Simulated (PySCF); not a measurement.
## Electronic absorption of C3H3OP

Species: C3H3OP.
SMILES: `c1cpco1`

Level of theory: PySCF 2.14.0, density-fitted response routines, TDDFT wB97X-D/def2-SVPD, vertical, gas phase, core orbitals frozen in the response. Geometry: GFN2-xTB; no solvent, vibrations or thermal averaging.

| state | E (eV) | ν̃ (cm⁻¹) | f | main configurations (H = HOMO, L = LUMO) |
| --- | --- | --- | --- | --- |
| S1 | 5.53 | 44620 | 0.089 | H→L (93%) |
| S2 | 6.09 | 49100 | 0.013 | H-2→L (94%) |
| S3 | 6.09 | 49150 | 0.0042 | H-1→L (55%), H→L+1 (40%) |
| S4 | 6.51 | 52530 | 0.0016 | H→L+3 (68%), H→L+2 (18%) |
| S5 | 6.88 | 55460 | 0.269 | H→L+1 (49%), H-1→L (37%) |
| S6 | 6.99 | 56400 | 0.013 | H→L+2 (70%), H→L+3 (14%) |
| S7 | 7.47 | 60240 | 0.0041 | H-3→L (80%), H-2→L+1 (17%) |
| S8 | 7.55 | 60880 | 0.0016 | H-2→L+1 (76%), H-3→L (18%) |

Triplets, Tamm–Dancoff:

| state | E (eV) | λ (nm) | main configurations (H = HOMO, L = LUMO) |
| --- | --- | --- | --- |
| T1 | 3.38 | 366.5 | H→L (96%) |
| T2 | 4.89 | 253.6 | H→L+1 (51%), H-1→L (25%), H-1→L+1 (21%) |
| T3 | 5.17 | 239.8 | H-2→L (93%) |

The lowest singlet lies at 5.53 eV (224 nm, ultraviolet) and is of moderate strength; its leading configuration is HOMO→LUMO (93%). The most intense listed level is S5 at 6.88 eV (180 nm, f = 0.269), 1.34 eV above S1. S2/S3 lie within about 0.01 eV of each other. Löwdin shares by element: HOMO carbon 51% or more, phosphorus 27%, oxygen 9%; LUMO carbon 38% or more, phosphorus 37%, oxygen 16%. The oscillator strengths of these states sum to 0.396; summed over the whole spectrum of an exact calculation they would give the number of electrons, 44 (Thomas–Reiche–Kuhn). Orbital energies (eV): HOMO-3 -12.06, HOMO-2 -10.23, HOMO-1 -9.98, HOMO -8.75, LUMO 0.82, LUMO+1 2.13, LUMO+2 2.41. Of the 8 states listed, 4 reach f = 0.01 and none stays under 0.0005. Singlets were solved by full linear response, triplets in the Tamm–Dancoff approximation.
